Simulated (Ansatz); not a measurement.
The input, for Ansatz 0.2.0:

```yaml
crystal:
  periodic: [false, false, false]
  atoms:
    - {symbol: Si, position_ang: [0.000000, 0.000000, -2.081634]}
    - {symbol: C, position_ang: [0.000000, 0.000000, -0.399183]}
    - {symbol: H, position_ang: [0.000000, 0.000000, 2.480817]}
basis:
  gaussian: {orbitals: cc-pVDZ}
magnetization: {spin_polarized: false, initial_magnetization: 1}
correlation: {active_space: {window: {electrons: 5, orbitals: 8}}}
output: {forces: true}
```

```sh
$ ansatz run in.yaml --threads 1 --pin off --events-out ev --progress --plain --max-ram 2393MiB
```

(1) Roughly how long does this take on 1 thread of Arm Neoverse V1, shared host, and how much host memory?

```
360 factors; integrals over basis functions are off by at most 9.6e-4 eV
mean field evaluation 1: about -8894.0510 eV, gradient 2.3e1 eV
mean field evaluation 2: about -8894.0548 eV, gradient 2.3e1 eV
mean field evaluation 4: about -8897.3173 eV, gradient 7.5e0 eV
mean field evaluation 8: about -8898.4678 eV, gradient 9.1e-1 eV
mean field evaluation 16: about -8898.5836 eV, gradient 1.2e0 eV
mean field evaluation 32: about -8898.4741 eV, gradient 1.0e0 eV
mean field evaluation 64: about -8899.2353 eV, gradient 1.6e-1 eV
mean field evaluation 96: about -8898.4882 eV, gradient 1.3e-1 eV
mean field -8899.23576961 eV, -327.0408824145 hartree, gradient 1.9e-6 eV, S^2 0.750000; 8 other end points of the search recorded, 0 dependent functions left out
reference -8899.23576961 eV, -327.0408824145 hartree; 11, 10 occupied and 26, 27 virtual orbitals, 360 factors
state -8902.46214205 eV, -327.1594494149 hartree
the calculation of the forces begins
Total energy: -8902.46214205 eV, -327.1594494149 hartree
Atom 0 at     0.000000     0.000000    -2.081634 Å, force     0.000000     0.000000    -1.921783 eV/Å
Atom 1 at     0.000000     0.000000    -0.399183 Å, force    -0.000000    -0.000000     2.153992 eV/Å
Atom 2 at     0.000000     0.000000     2.480817 Å, force     0.000000     0.000000    -0.232209 eV/Å
Dipole moment:    -0.000000    -0.000000    -0.118233 e Å
```

Natural occupations: 1.8798 1.2345 0.9804 0.7592 0.1166 0.0201 0.0064 0.0030.

Forces (eV/Å):
```
Si   0.000  0.000 -1.922
C    0.000  0.000  2.154
H    0.000  0.000 -0.232
```

## Answers

(1) 20 s wall and 0.17 GiB.
